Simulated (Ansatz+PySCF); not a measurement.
Values are calculated unless marked as measured or tabulated.
This PySCF input gave a total energy of -157.71238 hartree.

```python
from pyscf import gto, scf, mp

mol = gto.M(atom="""
C 0.000000 -0.455860 -2.061530
C 0.000000 0.448150 -0.690280
C 0.000000 -0.448150 0.690280
C 0.000000 0.455860 2.061530
H 0.000000 0.223930 -3.036870
H 0.958480 -1.159700 -2.115410
H -0.958480 -1.159700 -2.115410
H -0.950150 1.170150 -0.686250
H 0.950150 1.170150 -0.686250
H 0.950150 -1.170150 0.686250
H -0.950150 -1.170150 0.686250
H 0.000000 -0.223930 3.036870
H 0.958480 1.159700 2.115410
H -0.958480 1.159700 2.115410
""", basis='def2-svp', charge=0, spin=0)
mf = scf.UHF(mol)
mf.kernel()
pt = mp.MP2(mf, frozen=4).run()
print(mf.e_tot, pt.e_corr, pt.e_tot)
```

Question: Write an input for Ansatz with the same method and basis set.

Answer:

```yaml
crystal:
  periodic: [false, false, false]
  atoms:
    - { symbol: C, position_ang: [0.0, -0.45586, -2.06153] }
    - { symbol: C, position_ang: [0.0, 0.44815, -0.69028] }
    - { symbol: C, position_ang: [0.0, -0.44815, 0.69028] }
    - { symbol: C, position_ang: [0.0, 0.45586, 2.06153] }
    - { symbol: H, position_ang: [0.0, 0.22393, -3.03687] }
    - { symbol: H, position_ang: [0.95848, -1.1597, -2.11541] }
    - { symbol: H, position_ang: [-0.95848, -1.1597, -2.11541] }
    - { symbol: H, position_ang: [-0.95015, 1.17015, -0.68625] }
    - { symbol: H, position_ang: [0.95015, 1.17015, -0.68625] }
    - { symbol: H, position_ang: [0.95015, -1.17015, 0.68625] }
    - { symbol: H, position_ang: [-0.95015, -1.17015, 0.68625] }
    - { symbol: H, position_ang: [0.0, -0.22393, 3.03687] }
    - { symbol: H, position_ang: [0.95848, 1.1597, 2.11541] }
    - { symbol: H, position_ang: [-0.95848, 1.1597, 2.11541] }
basis:
  gaussian: { orbitals: def2-SVP }
magnetization:
  spin_polarized: true
hamiltonian:
  xc: hf
correlation:
  method: mp2
  frozen_orbitals: { C: 1, H: 0 }
scf:
  omitted_lower_state_checks: [stability, starts, atomic_configurations, cluster_reference, orbital_swaps, given_window_search, neighbouring_geometries, increment]
```

Ansatz (development build ahead of 0.2.0) gave -157.71237 hartree, 0.19 meV from the first.
